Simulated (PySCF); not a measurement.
Compound: P2F4.
Numbering: `[F:1][P:2]([F:3])[P:4]([F:5])[F:6]`

Geometry (PBE0-D3(BJ)/def2-SVP, Å), atoms numbered from 1 in this order:
```xyz
6
P2F4 angstrom
F      1.7079   -0.7844   -0.7845
P      1.0369    0.4622   -0.0065
F      1.3621    0.0168    1.5122
P     -1.0381   -0.4608    0.0015
F     -1.7125    0.7869    0.7748
F     -1.3587   -0.0186   -1.5192
```

Computed with PySCF at CAM-B3LYP/def2-SVPD, non-relativistic, on one gas-phase PBE0-D3(BJ)/def2-SVP geometry that isn't relaxed in the solvent. The solvent is an IEF-PCM continuum (cavity from Bondi-type radii × 1.2), and excitations are vertical TDDFT with non-equilibrium linear response and a frozen core. Specific hydrogen bonds and non-electrostatic terms are outside this model.

Gas-phase singlets (H = HOMO, L = LUMO):

| state | E (eV) | λ (nm) | f | leading configurations |
| --- | --- | --- | --- | --- |
| S1 | 4.385 | 283 | 0.014 | H→L+1 98% |
| S2 | 4.943 | 251 | 0.214 | H→L 95% |
| S3 | 6.334 | 196 | 0.000 | H→L+2 96% |
| S4 | 7.321 | 169 | 0.000 | H→L+3 56%, H→L+4 20% |
| S5 | 7.562 | 164 | 0.000 | H-1→L 76%, H→L+4 15% |

What are the lowest 5 singlets in chloroform (ε = 4.711)?

| state | E (eV) | λ (nm) | f | leading configurations | change by rank (eV) |
| --- | --- | --- | --- | --- | --- |
| S1 | 4.378 | 283 | 0.019 | H→L+1 98% | -0.007 |
| S2 | 4.834 | 256 | 0.271 | H→L 97% | -0.109 |
| S3 | 6.319 | 196 | 0.000 | H→L+2 96% | -0.015 |
| S4 | 7.265 | 171 | 0.000 | H→L+4 50%, H→L+3 27% | -0.056 |
| S5 | 7.589 | 163 | 0.000 | H-1→L 74%, H→L+4 23% | +0.027 |

Give the list for tetrahydrofuran (ε = 7.426), n² = 1.97.

```
state  E (eV)  λ (nm)      f  leading configurations  change by rank (eV)
   S1   4.385     283  0.019               H→L+1 98%                0.000
   S2   4.846     256  0.267                 H→L 96%               -0.097
   S3   6.330     196  0.000               H→L+2 96%               -0.004
   S4   7.271     171  0.000    H→L+4 51%, H→L+3 26%               -0.050
   S5   7.596     163  0.000    H-1→L 74%, H→L+4 23%               +0.034
```

How do the frontier levels move from gas to tetrahydrofuran?

| orbital | gas (eV) | solvent (eV) | change (eV) | Löwdin shares, gas | Löwdin shares, solvent |
| --- | --- | --- | --- | --- | --- |
| LUMO+2 | 1.10 | 1.44 | +0.34 | P2 34 %, P4 34 %, F6 8 %, F1 8 % | P2 33 %, P4 33 %, F6 8 %, F1 8 % |
| LUMO+1 | -0.63 | -0.32 | +0.31 | P4 29 %, P2 29 %, F5 11 %, F3 11 % | P4 28 %, P2 28 %, F5 11 %, F1 11 % |
| LUMO | -0.88 | -0.57 | +0.31 | P4 37 %, P2 37 %, F6 7 %, F3 7 % | P4 36 %, P2 36 %, F6 7 %, F3 7 % |
| HOMO | -8.91 | -8.62 | +0.29 | P2 35 %, P4 35 %, F1 7 %, F5 7 % | P2 36 %, P4 36 %, F1 7 %, F5 7 % |
| HOMO-1 | -11.76 | -11.48 | +0.28 | P2 29 %, P4 29 %, F6 11 %, F3 11 % | P4 29 %, P2 29 %, F6 11 %, F3 11 % |
| HOMO-2 | -13.41 | -13.19 | +0.22 | P4 17 %, P2 17 %, F3 16 %, F6 16 % | P4 17 %, P2 17 %, F3 16 %, F6 16 % |
| HOMO-3 | -14.31 | -14.11 | +0.20 | F6 25 %, F1 25 %, F3 25 %, F5 24 % | F6 25 %, F1 25 %, F3 25 %, F5 25 % |

The HOMO–LUMO gap goes from 8.02 to 8.05 eV.
